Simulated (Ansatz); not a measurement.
**How the bulk modulus B0 of ZrSe3 (P2₁/m, No. 11) moves with the method**

No measured value is used here.

| level (code) | value (GPa) | cell (Å³/atom) |
|---|---|---|
| LDA (Ansatz) | 35.9 | 22.19 |
| PBEsol (Ansatz) | 17.9 | 23.45 |
| r²SCAN (Ansatz) | ___ | 25.03 |

Q: Fill in the missing entries.

A: 
- r²SCAN (Ansatz, a first-principles code), value (GPa): 21.4

LDA, PBEsol, r²SCAN: the bulk modulus is −V dP/dV from two relaxed cells at ±2 % in volume. LDA: LDA has no dispersion term either, though it tends to give short spacings of layers, chains or molecules. PBEsol, r²SCAN: the cell comes from a level without a dispersion term, which matters for the spacing of layers, chains or molecules. Each level is taken at its own relaxed cell. Cutoffs differ between the levels. Ansatz's density-functional and Hartree–Fock values are scalar-relativistic unless marked +SOC, with PAW data made under PBE.
